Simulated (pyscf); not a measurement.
H₃Si–SiH₂–Cl (SMILES [SiH3][SiH2]Cl) -> SiH₄ (SMILES [SiH4]) + :HSi–Cl (SMILES [SiH]Cl) [singlet] (1,1-elimination; singlet surface; Si–Si, H–Si broken, H–Si formed). Optimised with ωB97X-D3(BJ)/def2-SVP in PySCF. Correlated levels are frozen-core, on RHF or UHF. ΔMP2 is the change of the MP2 total energy from the triple- to the quadruple-zeta basis. Rate constants from transition-state theory at the high-pressure limit, CCSD(T)/def2-TZVPP + ΔMP2(QZVPP) energies (ideal gas, 1 atm, RRHO with modes under 100 cm⁻¹ raised to 100, one conformer, R ln 2 for rigid chiral ones; no tunnelling), k in s⁻¹.

| T (K) | 1000/T | log10 k |
|---|---|---|
| 298 | 3.354 | -20.85 |
| 600 | 1.667 | -3.84 |
| 900 | 1.111 | 1.76 |
| 1200 | 0.833 | ? |

Fit an Arrhenius line to the three values, give the activation energy, and predict k at 1200 K.

Least squares gives log10 k = 12.96 − 10.08 × 1000/T, so Ea = 10.08 × ln 10 × 1.987 = 46.1 kcal/mol, against an electronic barrier of 47.1. At 1200 K the line gives 4.56; the computed value is 4.58 (ΔG‡ = 48.4 kcal/mol), close to the line. On the product side the descent ends in a complex, 7.4 kcal/mol under the separated species and 4.2 kcal/mol under the saddle at ωB97X-D3(BJ)/def2-TZVP. At ωB97X-D3(BJ) the barrier from the zero used here is 49.2 kcal/mol. One saddle was located; it need not be the lowest between these sides. The CCSD(T) − MP2 part came from Ansatz, without density fitting, on the same reference.
